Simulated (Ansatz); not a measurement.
Two shapes of triplet Al2O.

Shape 1:

```xyz
3

Al    0.0000    0.0000    0.0000
Al    0.0000    0.0000    4.3560
O     0.0000    3.0506   -1.4225
```

Shape 2:

```xyz
3

Al    0.0000    0.0000    0.0000
Al    0.0000    0.0000    5.3240
O     0.0000    3.7286   -1.7387
```

Basis set: pcseg-2 (spherical functions). Charge 0, multiplicity 3.

Computed with Ansatz (development build ahead of 0.2.0); each method stands on the lowest determinant of its kind that the runs found.

Problem. Which shape is lower in energy, and by how much in each method?

Solution.

| method | E(2) − E(1) (eV) |
| --- | --- |
| ROHF | 0.713 |
| PBE (unrestricted) | 0.841 |

Shape 1 is lower. Caution: other spin multiplicities may lie lower. Caution for ROHF: stretched shape with no unrestricted run beside it, a lower state can exist. Caution for PBE (unrestricted): the unrestricted determinant is spin contaminated; charge can spread falsely over distant fragments.
